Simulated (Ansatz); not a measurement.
```yaml
crystal:
  periodic: [false, false, false]
  atoms:
    - {symbol: F, position_ang: [0.960579, -0.340790, 2.558859]}
    - {symbol: C, position_ang: [0.392781, 0.813273, 1.482954]}
    - {symbol: C, position_ang: [-0.064793, 0.399294, -0.038325]}
    - {symbol: C, position_ang: [-0.257005, -0.938055, -1.243937]}
    - {symbol: S, position_ang: [-0.839195, 1.179380, -1.892085]}
    - {symbol: H, position_ang: [0.360820, 2.062488, 1.998961]}
    - {symbol: H, position_ang: [0.852819, -1.442557, -1.839550]}
    - {symbol: H, position_ang: [-1.290755, -1.804409, -1.096375]}
basis:
  gaussian: {orbitals: def2-SVP}
hamiltonian: {xc: {name: PBE-QIDH}}
output: {forces: true}
```

```sh
$ ansatz run in.yaml --threads 2 --pin off --events-out ev --progress --plain --max-ram 4352MiB
```

Output, abridged:

```
Functional definition: PBE-QIDH
  name "PBE-QIDH"
  cite "Brémond, Sancho-García, Pérez-Jiménez & Adamo, J. Chem. Phys. 141, 031101 (2014) doi:10.1063/1.4890314"
  cite "Perdew, Burke & Ernzerhof, Phys. Rev. Lett. 77, 3865 (1996) doi:10.1103/PhysRevLett.77.3865"
  parameter a = 3^(-1/3)
  parameter c = 1/3
  exchange = (1 - a)*pbe_x + a*exact_x
  correlation = (1 - c)*pbe_c + c*(mp2_os + mp2_ss)
885 factors; integrals over basis functions are off by at most 1.1e-3 eV
mean field evaluation 1: about -16666.8974 eV, gradient 2.8e1 eV
mean field evaluation 2: about -16666.9485 eV, gradient 2.8e1 eV
mean field evaluation 4: about -16668.9639 eV, gradient 2.6e0 eV
mean field evaluation 8: about -16669.0102 eV, gradient 4.3e-1 eV
mean field evaluation 16: about -16669.0111 eV, gradient 1.3e-3 eV
mean field -16669.01106844 eV, -612.5748581036 hartree, gradient 2.1e-6 eV, S^2 0.000000; 0 other end points of the search recorded, 0 dependent functions left out; unrestricted orbitals would lower it
9 core orbitals not correlated: weight in the atoms' cores, before any rotation towards them, 1.000 or more for the frozen orbitals, at most 0.000 for the correlated occupied ones
reference -16669.01107759 eV, -612.5748584401 hartree; 14, 14 occupied and 66, 66 virtual orbitals, 885 factors
second order -24.82933673 eV of doubles, -0.00000000 eV of singles
the calculation of the forces begins
Total energy: -16677.28752317 eV, -612.8790122051 hartree
Atom 0 at     0.960579    -0.340790     2.558859 Å, force    -2.100530     4.092406    -4.066452 eV/Å
Atom 1 at     0.392781     0.813273     1.482954 Å, force    -0.798391    -1.303174    -2.936805 eV/Å
Atom 2 at    -0.064793     0.399294    -0.038325 Å, force     0.721792    -0.878639     1.653582 eV/Å
Atom 3 at    -0.257005    -0.938055    -1.243937 Å, force     0.281175     1.278554     1.434030 eV/Å
Atom 4 at    -0.839195     1.179380    -1.892085 Å, force     2.061559    -3.791992     4.099534 eV/Å
Atom 5 at     0.360820     2.062488     1.998961 Å, force     0.171607    -4.784636    -1.834383 eV/Å
Atom 6 at     0.852819    -1.442557    -1.839550 Å, force    -3.931565     2.058542     2.129862 eV/Å
Atom 7 at    -1.290755    -1.804409    -1.096375 Å, force     3.594354     3.328939    -0.479368 eV/Å
Dipole moment:    -0.111736    -0.010423    -0.327404 e Å
```

Run time 4.9 s (2 threads of an Arm Neoverse V1 on a shared host); peak host memory 0.18 GiB.
